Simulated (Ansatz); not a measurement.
HNO$_{2}$, SMILES `O=NO` at its PBE0-D4/def2-TZVP geometry, where that method's forces vanish. Charge 0, multiplicity 1.

```xyz
4

O     1.4448   -0.0246   -0.3886
N     0.3591    0.3887   -0.3752
O    -0.4740   -0.4041    0.4184
H    -1.3298    0.0401    0.3454
```

What forces (eV/Å) does B3LYP-D4/def2-TZVPP give on these atoms in Ansatz 0.2.0? (Estimate.)

The calculation gave: 
```
O1   0.546 -0.158 -0.042
N2  -0.104  0.474 -0.305
O3  -0.389 -0.305  0.325
H4  -0.053 -0.011  0.023
```

B3LYP here is the variant with VWN-RPA as its local correlation; programs differ in this.
